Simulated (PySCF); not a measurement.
Cartesian coordinates (Å):
SMILES: [SH]
```xyz
2

S      0.6728     0.0000     0.0000
H     -0.6728     0.0000     0.0000
```
Charge 0, spin multiplicity 2.

Q: Predict the dipole moment, highest occupied spin orbital and total energy from TPSSh-D3(BJ)/def2-TZVP // PBE0-D3(BJ)/def2-TZVP (PySCF 2.14.0).

A: 
* **dipole moment**: 0.88 D
* **highest occupied spin orbital**: -6.76 eV
* **total energy**: -398.7717 Ha
